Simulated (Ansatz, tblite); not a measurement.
# The cluster B2H: one state, many levels

How do method and basis change the picture of the cluster B2H (doublet)?

Computed with Ansatz 0.2.0, Gaussian basis. Level: as each input shows.

Levels to be run: GFN1-xTB, GFN2-xTB, PBE-D4/def2-TZVP, r2SCAN-D4/def2-TZVP, B3LYP-D4/def2-TZVP, HSE06-D4/def2-TZVP, ωB97X-V/def2-TZVP, LC-ωPBE/def2-TZVP, B97M-V/def2-TZVP, LC-ωPBE(0.10)/def2-TZVP, LC-ωPBE(0.15)/def2-TZVP, LC-ωPBE(0.20)/def2-TZVP, LC-ωPBE(0.30)/def2-TZVP, PBE-D4/def2-SVP, PBE0-D4/def2-SVP, HF/STO-3G, HF/6-31G, B3LYP-D4/6-31G, PBE0-D4/def2-TZVPD, PBE-D4/def2-TZVPD, r2SCAN-D4/def2-TZVPD, CCSD(T)/def2-TZVPP, MP2/def2-TZVP, RPA/def2-TZVP, CCSD(T)/def2-TZVPD.

### Step 1. The geometry

The doublet was relaxed beforehand with PBE0-D4/def2-TZVP. At that level it is the lowest of the isomers that a small search found.

3 atoms, charge 0, spin multiplicity 2.

Bond lengths: B1–B2 1.523 Å, B1–H3 1.177 Å. Angles: B2–B1–H3 180.0°.

PBE0-D4/def2-TZVP was run before; its log isn't repeated, and its numbers join the tables.

### Step 2. GFN1-xTB

Tight binding, by tblite at 300 K electronic temperature and without a spin-polarisation term:

```python
tblite.interface.Calculator('GFN1-xTB', numbers, positions, charge=0, uhf=1).singlepoint()
```

Energy -85.0358 eV; 0.001 s.

### Step 3. GFN2-xTB

Tight binding, by tblite at 300 K electronic temperature and without a spin-polarisation term:

```python
tblite.interface.Calculator('GFN2-xTB', numbers, positions, charge=0, uhf=1).singlepoint()
```

Energy -74.6199 eV; 0.001 s.

### Step 4. PBE-D4/def2-TZVP

start.molden holds the orbitals of an earlier run on this state, given as this run's starting guess.

The input, in.yaml:

```yaml
crystal:
  periodic: [false, false, false]
  atoms:
    - {symbol: B, position_ang: [-0.044331, -0.013558, -0.105342]}
    - {symbol: B, position_ang: [0.541360, 0.166824, 1.288599]}
    - {symbol: H, position_ang: [-0.497028, -0.153265, -1.183257]}
basis:
  gaussian: {orbitals: def2-TZVP, initial_orbitals: start.molden}
magnetization: {spin_polarized: true, initial_magnetization: 1}
hamiltonian: {xc: pbe, dispersion: d4}
scf: {omitted_lower_state_checks: [starts]}
output: {forces: true, orbitals: {seedname: orbitals}}
```

On the command line:

```bash
> ansatz run in.yaml --threads 4 --pin off --events-out ev --progress --plain --max-ram 3916MiB
```

After this run come: r2SCAN-D4/def2-TZVP; B3LYP-D4/def2-TZVP; HSE06-D4/def2-TZVP; ωB97X-V/def2-TZVP; LC-ωPBE/def2-TZVP; B97M-V/def2-TZVP; LC-ωPBE(0.10)/def2-TZVP; LC-ωPBE(0.15)/def2-TZVP; LC-ωPBE(0.20)/def2-TZVP; LC-ωPBE(0.30)/def2-TZVP; PBE-D4/def2-SVP; PBE0-D4/def2-SVP; HF/STO-3G; HF/6-31G; B3LYP-D4/6-31G; PBE0-D4/def2-TZVPD; PBE-D4/def2-TZVPD; r2SCAN-D4/def2-TZVPD; CCSD(T)/def2-TZVPP; MP2/def2-TZVP; RPA/def2-TZVP; CCSD(T)/def2-TZVPD.

**Question.** What will the summary of the whole plan be? Wanted: gap in def2-TZVP, named functionals, smallest and largest; gap over the ω; correlation energy, CCSD(T)/def2-TZVPP; correlation energy, MP2/def2-TZVP; correlation energy, CCSD(T)/def2-TZVPD; binding an atom, functionals in def2-TZVP; ⟨S²⟩ in def2-TZVP, named functionals, smallest and largest; PBE0 total energy, smallest basis above largest.

The runs gave:

| quantity | value |
| --- | --- |
| gap in def2-TZVP, named functionals, smallest and largest | 0.87 eV (B97M-V), 8.30 eV (LC-ωPBE) |
| gap over the ω (1/bohr) | 3.91 eV at 0.1, 8.30 eV at 0.4 |
| correlation energy, CCSD(T)/def2-TZVPP | -4.49 eV |
| correlation energy, MP2/def2-TZVP | -3.30 eV |
| correlation energy, CCSD(T)/def2-TZVPD | -4.46 eV |
| binding an atom, functionals in def2-TZVP | 2.33 (ωB97X-V) to 2.61 eV (r2SCAN-D4) |
| ⟨S²⟩ in def2-TZVP, named functionals, smallest and largest | 1.754, 1.762 |
| PBE0 total energy, smallest basis above largest | 1.52 eV (def2-SVP, def2-TZVPD) |

In words: Over the named functionals in def2-TZVP the gap runs from 0.87 eV (B97M-V) to 8.30 eV (LC-ωPBE); exact exchange widens it. Raising the ω (1/bohr) from 0.1 to 0.4 moves the HOMO by -2.19 eV and the LUMO by +2.19 eV. Over the named functionals in def2-TZVP spin contamination reaches 1.01 (r2SCAN-D4), and every level is far from pure, so all describe a mixture with higher spin. Notes on CCSD(T)/def2-TZVPP: spin contamination, state flagged by the program.
